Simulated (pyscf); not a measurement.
Single points on ωB97X-D3(BJ)/def2-SVP structures (PySCF, gas phase). Correlated levels are frozen-core, on RHF or UHF. ΔMP2 is the change of the MP2 total energy from the triple- to the quadruple-zeta basis.

Task: How much does it cost (ΔH, 298 K, CCSD(T)/def2-TZVPP + ΔMP2(QZVPP)) to split HO–Na at its H–O bond into •O–Na + H•?

Result: H–O to •O–Na + H•: 493.3 kJ/mol. The CCSD(T) − MP2 part came from Ansatz, without density fitting, on the same reference. The frozen core leaves the outer d or s,p core shells of the metals and heavy elements correlated in the MP2 and CC values, and def2-TZVPP describes them poorly, which can shift differences by a few kcal/mol. The term symbol of open-shell •O–Na was not checked; spin-orbit terms are left out.
